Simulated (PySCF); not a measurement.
Cartesian coordinates in Å; atom numbers follow the order of the lines, from 1:
```xyz
17

C    -2.5234    0.3473    0.1454
C    -1.2778   -0.5195    0.1867
C     0.0049    0.2725    0.0775
F    -0.0073    0.9725   -1.1323
C     1.2532   -0.5781    0.1272
C     2.5343    0.2304    0.0289
H    -3.4279   -0.2600    0.2162
H    -2.5699    0.9163   -0.7844
H    -2.5348    1.0601    0.9746
H    -1.2415   -1.0866    1.1229
H    -1.2972   -1.2544   -0.6253
H     0.0412    1.0384    0.8643
H     1.2013   -1.3107   -0.6854
H     1.2335   -1.1456    1.0637
H     2.6150    0.9426    0.8548
H     2.5658    0.7960   -0.9036
H     3.4122   -0.4177    0.0613
```

Geometry: PBE0-D3(BJ)/def2-TZVP; GIAO shifts from PySCF 2.14, gas phase, non-relativistic, averaged over equivalent atoms.

At B97-2/pcSseg-2 (370 basis functions, 57 s wall time on 1 thread of an Arm Neoverse V1, shared host):
| atoms | δ (ppm) |
| --- | --- |
| C3 | 101.7 |
| C2/C5 | 34.6 |
| C1/C6 | 13.3 |
| F4 | -210.7 |
| H12 | 4.18 |
| H11/H13 | 1.55 |
| H10/H14 | 1.37 |
| H7/H8/H9/H15/H16/H17 | 1.08 |

Shifts are taken against calculated references (same method and geometry level): ¹³C (185.38 ppm), ¹H (31.64 ppm) against TMS; ¹⁹F (175.98 ppm) vs CFCl3.

**Question.** Predict the values at KT3/pcSseg-2 on the same geometry.

**Answer.** 
```tsv
atoms	δ at KT3/pcSseg-2	change
C3	101.9	+0.2
C2/C5	35.5	+0.9
C1/C6	13.6	+0.3
F4	-225.5	-14.8
H12	4.25	+0.07
H11/H13	1.56	+0.01
H10/H14	1.46	+0.09
H7/H8/H9/H15/H16/H17	1.09	+0.01
```

Chemical shifts δ = σref − σ; ¹³C (σ = 183.24 ppm), ¹H (σ = 31.63 ppm) vs TMS; ¹⁹F (σ = 145.48 ppm) against CFCl3, all at this level.

The largest change is at F4 (fluorine on an sp3 carbon). Cost: 370 basis functions, 84 s wall time on 1 thread of an Arm Neoverse V1, shared host. The order of the carbon signals is the same at both levels.

Unscaled 19F shifts against computed CFCl3 carry errors that often reach 10 to 50 ppm.
